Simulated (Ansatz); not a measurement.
**C₂H₇Si radical: an energy map over bond length C2–Si3 and bond length Si3–H10**

Aim: map the energy of C2H7Si, SMILES CC[SiH2], spin multiplicity 2 over two coordinates, and find its wells, ridges and stiffness.

Computed with Ansatz 0.2.0. Level: UHF/def2-TZVP.

**1. Starting geometry**

SMILES `CC[SiH2]`, 10 atoms, charge 0, spin multiplicity 2.

Atoms are counted from 1 here; the program's logs count them from 0.

Bond lengths: C1–C2 1.538 Å, C1–H4 1.111 Å, C1–H5 1.109 Å, C1–H6 1.109 Å, C2–Si3 1.905 Å, C2–H7 1.111 Å, C2–H8 1.111 Å, Si3–H9 1.512 Å, Si3–H10 1.511 Å. Angles: C2–C1–H4 111.3°, C2–C1–H5 111.7°, C2–C1–H6 111.7°, H4–C1–H5 107.3°, H4–C1–H6 107.3°, H5–C1–H6 107.3°, C1–C2–Si3 113.6°, C1–C2–H7 110.7°, C1–C2–H8 110.7°, Si3–C2–H7 107.8°, Si3–C2–H8 107.9°, H7–C2–H8 105.8°, C2–Si3–H9 111.5°, C2–Si3–H10 111.4°, H9–Si3–H10 109.1°.

Coordinates:

```
atom    x (Å)    y (Å)    z (Å)
  C1  -0.8063   0.5324  -0.6539
  C2  -0.1567  -0.7461  -0.0984
 Si3   1.3306  -0.4119   1.0448
  H4  -1.6665   0.2943  -1.3153
  H5  -0.0880   1.1317  -1.2504
  H6  -1.1861   1.1861   0.1580
  H7   0.1912  -1.4013  -0.9260
  H8  -0.8975  -1.3468   0.4723
  H9   0.9264   0.3946   2.2577
 H10   2.4357   0.3157   0.3141
```

This geometry comes from a loose relaxation at PBE in a small basis, which is not shown.

**3. Setting up the map**

First coordinate, bond length C2–Si3: 15 values from 1.587 to 2.455 Å. Second coordinate, bond length Si3–H10: 15 values from 1.215 to 2.222 Å.

Nothing else is relaxed (all other coordinates rigid). Energies count from the relaxed molecule at the same level.

(The set-up runs are not shown.)

**4. Grid point bond length C2–Si3 = 1.897 Å, bond length Si3–H10 = 1.502 Å**

File input.yaml:

```yaml
crystal:
  periodic: [false, false, false]
  atoms:
    - { symbol: C, position_ang: [-0.806851, 0.532522, -0.654577] }
    - { symbol: C, position_ang: [-0.149111, -0.735934, -0.093308] }
    - { symbol: Si, position_ang: [1.332357, -0.410096, 1.045854] }
    - { symbol: H, position_ang: [-1.645288, 0.284469, -1.297149] }
    - { symbol: H, position_ang: [-0.104633, 1.115462, -1.240792] }
    - { symbol: H, position_ang: [-1.179251, 1.16942, 0.140566] }
    - { symbol: H, position_ang: [0.184834, -1.371044, -0.909417] }
    - { symbol: H, position_ang: [-0.880971, -1.31726, 0.461087] }
    - { symbol: H, position_ang: [0.935954, 0.380752, 2.233969] }
    - { symbol: H, position_ang: [2.430563, 0.314687, 0.321536] }
magnetization:
  spin_polarized: true
  initial_magnetization: 1
basis:
  gaussian: { orbitals: def2-TZVP }
hamiltonian:
  xc: hf
output:
  forces: true
```

On the command line:

```sh
$ ansatz run input.yaml --threads 1 --pin off --max-ram 2560MiB --backend cpu --events-out ev --progress --plain --runs-dir out
```

The session goes on with these runs: the other points that were computed.

Before running it: what results should come out? Wanted: lowest point; ⟨S²⟩; dipole moment.

**Answer**, as computed:

| quantity | value |
| --- | --- |
| lowest point | bond length C2–Si3 = 1.897 Å, bond length Si3–H10 = 1.502 Å, 0.44 kJ/mol |
| highest computed point (blank points may lie higher) | bond length C2–Si3 = 2.455 Å, bond length Si3–H10 = 2.222 Å, 329 kJ/mol above the lowest |
| ⟨S²⟩ (ħ²) | 0.75 at bond length C2–Si3 = 1.587 Å, bond length Si3–H10 = 1.646 Å to 0.96 at bond length C2–Si3 = 2.455 Å, bond length Si3–H10 = 2.222 Å; 0.75 at the lowest point |
| dipole moment (D) | 0.30 at bond length C2–Si3 = 2.455 Å, bond length Si3–H10 = 1.359 Å to 3.02 at bond length C2–Si3 = 1.587 Å, bond length Si3–H10 = 2.222 Å; 0.91 at the lowest point |
| time for the whole task | 14 min on 1 thread, shared host |

In words: The lowest computed point is at bond length C2–Si3 = 1.897 Å, bond length Si3–H10 = 1.502 Å, 0.44 kJ/mol from the relaxed molecule at the same level. No other kind of well shows on this grid. The highest computed point, bond length C2–Si3 = 2.455 Å, bond length Si3–H10 = 2.222 Å, lies 329 kJ/mol above the lowest. Round the minimum the two coordinates are nearly uncoupled.
